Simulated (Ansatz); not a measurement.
# One shape, several levels: S2F2 (SMILES FS(F)=S)

Wanted: a comparison of 6 runs (B3LYP/STO-3G, SVWN5/STO-3G, UPBE/STO-3G, revPBE/STO-3G, RPA@PBE/STO-3G, MP2/STO-3G) of S2F2. 

The calculation is run with Ansatz 0.2.0.

55 further runs of the same task are left out: 15 that didn't finish, 40 set aside as unsound or not needed.

### 1 Starting point

S2F2 has 4 atoms, charge 0, and is taken as a singlet. As SMILES, `FS(F)=S`. The S4–S2 distance was set to 2.323 Å, away from the relaxed value.

Bond lengths: F1–S2 1.606 Å, S2–F3 1.606 Å, S2–S4 2.323 Å. Angles: F1–S2–F3 92.0°, F1–S2–S4 107.9°, F3–S2–S4 107.9°.

### 2 A single-point energy at B3LYP/STO-3G (run 1)

Input file in.yaml:

```yaml
crystal:
  periodic: [false, false, false]
  atoms:
    - {symbol: F, position_ang: [0.756586, 0.030328, 1.547650]}
    - {symbol: S, position_ang: [-0.459234, -0.396532, 0.589330]}
    - {symbol: F, position_ang: [0.335116, -1.688902, 0.062410]}
    - {symbol: S, position_ang: [-0.567510, 1.135710, -1.153590]}
basis:
  gaussian: {orbitals: STO-3G}
hamiltonian: {xc: {name: B3LYP}}
accuracy: high
```

The run is started by

```
$ ansatz run in.yaml --threads 1 --pin off --max-ram 3480MiB --events-out events.jsonl --progress --plain --runs-dir runs
```

Output:

```text
Warning: RAYON_NUM_THREADS=1 ignored (pool sized by the plan → 1); use --threads N
Functional definition: B3LYP
  name "B3LYP"
  parameter a0 = 0.2
  parameter ax = 0.72
  parameter ac = 0.81
  exchange = (1 - a0 - ax)*slater_x + ax*b88_x + a0*exact_x
  correlation = (1 - ac)*vwn_rpa_c + ac*lyp_c
522 factors; integrals over basis functions are off by at most 2.7e-8 eV
mean field evaluation 1: about -26770.2975 eV, gradient 4.3e1 eV
mean field evaluation 2: about -26641.8175 eV, gradient 8.0e1 eV
mean field evaluation 4: about -26768.8157 eV, gradient 4.1e1 eV
mean field evaluation 8: about -26779.8530 eV, gradient 1.8e-1 eV
mean field -26779.85339871 eV, -984.1414603659 hartree, gradient 2.6e-8 eV, S^2 0.000000; 0 other end points of the search recorded, 0 dependent functions left out
reference -26779.85342089 eV, -984.1414611812 hartree; 25, 25 occupied and 3, 3 virtual orbitals, 522 factors
Total energy: -26779.85342089 eV, -984.1414611812 hartree
```

Run time: 1.8 s. Hardware: 1 thread of Arm Neoverse V1, shared host; peak memory 0.1 GiB.

### 3 A single-point energy at SVWN5/STO-3G (run 2)

Input file input.yaml:

```yaml
crystal:
  periodic: [false, false, false]
  atoms:
    - {symbol: F, position_ang: [0.756586, 0.030328, 1.547650]}
    - {symbol: S, position_ang: [-0.459234, -0.396532, 0.589330]}
    - {symbol: F, position_ang: [0.335116, -1.688902, 0.062410]}
    - {symbol: S, position_ang: [-0.567510, 1.135710, -1.153590]}
basis:
  gaussian:
    orbitals: STO-3G
hamiltonian:
  xc: {name: SVWN5}
accuracy: high
```

The run is started by

```
$ ansatz run input.yaml --threads 1 --pin off --max-ram 3480MiB --events-out events.jsonl --progress --plain --runs-dir runs
```

Output:

```text
Warning: RAYON_NUM_THREADS=1 ignored (pool sized by the plan → 1); use --threads N
Functional definition: SVWN5
  name "SVWN5"
  exchange = slater_x
  correlation = vwn5_c
522 factors; integrals over basis functions are off by at most 2.7e-8 eV
mean field evaluation 1: about -26659.8370 eV, gradient 4.1e1 eV
mean field evaluation 2: about -26522.6617 eV, gradient 6.8e1 eV
mean field evaluation 4: about -26645.6665 eV, gradient 5.3e1 eV
mean field evaluation 8: about -26669.1647 eV, gradient 1.1e-1 eV
mean field -26669.16482256 eV, -980.0737302200 hartree, gradient 3.6e-8 eV, S^2 0.000000; 0 other end points of the search recorded, 0 dependent functions left out
reference -26669.16482372 eV, -980.0737302627 hartree; 25, 25 occupied and 3, 3 virtual orbitals, 522 factors
Total energy: -26669.16482372 eV, -980.0737302627 hartree
```

Run time: 1.1 s. Hardware: 1 thread of Arm Neoverse V1, shared host; peak memory 0.1 GiB.

Runs 3 to 5 aren't shown in full; the table further down has their settings and results.

### 4 The energy at MP2/STO-3G (run 6)

Input file molecule.yaml:

```yaml
crystal:
  periodic: [false, false, false]
  atoms:
    - {symbol: F, position_ang: [0.756586, 0.030328, 1.547650]}
    - {symbol: S, position_ang: [-0.459234, -0.396532, 0.589330]}
    - {symbol: F, position_ang: [0.335116, -1.688902, 0.062410]}
    - {symbol: S, position_ang: [-0.567510, 1.135710, -1.153590]}
basis:
  gaussian: {orbitals: STO-3G}
correlation: {method: mp2, frozen_orbitals: {F: 1, S: 5}}
accuracy: high
```

The run is started by

```
$ ansatz run molecule.yaml --threads 1 --pin off --max-ram 3480MiB --events-out events.jsonl --progress --plain --runs-dir runs
```

Output, cut to the lines that bear on the results:

```text
Warning: RAYON_NUM_THREADS=1 ignored (pool sized by the plan → 1); use --threads N
Functional definition: HF
  name "HF"
[...]
522 factors; integrals over basis functions are off by at most 2.7e-8 eV
[...]
mean field -26728.22386102 eV, -982.2441098517 hartree, gradient 1.4e-8 eV, S^2 0.000000; 2 other end points of the search recorded, 0 dependent functions left out; unrestricted orbitals would lower it
12 core orbitals not correlated: weight in the atoms' cores, before any rotation towards them, 1.000 or more for the frozen orbitals, at most 0.000 for the correlated occupied ones
reference -26728.22386102 eV, -982.2441098517 hartree; 13, 13 occupied and 3, 3 virtual orbitals, 522 factors
second order -2.04356282 eV of doubles, -0.00000000 eV of singles
Total energy: -26730.26742384 eV, -982.3192094002 hartree
```

Run time: 0.36 s. Hardware: 1 thread of Arm Neoverse V1, shared host.

### 5 The series

| run | level | frozen core orbitals | energy (Eh) | wall time |
| --- | --- | --- | --- | --- |
| 1 | B3LYP/STO-3G | – | -984.141461 | 1.8 s |
| 2 | SVWN5/STO-3G | – | -980.073730 | 1.1 s |
| 3 | UPBE/STO-3G | – | -983.615653 | 3.6 s |
| 4 | revPBE/STO-3G | – | -983.969460 | 1.7 s |
| 5 | RPA@PBE/STO-3G | 12 | -982.415131 | 2.7 s |
| 6 | MP2/STO-3G | 12 | -982.319209 | 0.36 s |

### 6 What came out

```
                                           quantity          value
                                run 6: total energy  -982.31921 Eh
run 6: correlation energy (12 core orbitals frozen)      -75.1 mEh
```

**Reading.** Totals of different functionals can't be ranked against each other. In run 6 the log says that unrestricted orbitals would lower the reference, so the values rest on an unstable closed-shell determinant (other closed-shell runs at this shape may share the fault). In runs 1, 2, 3, 4, 5, 6 the basis is minimal, so the values are rough. All runs together took 11 s, the longest 3.6 s.
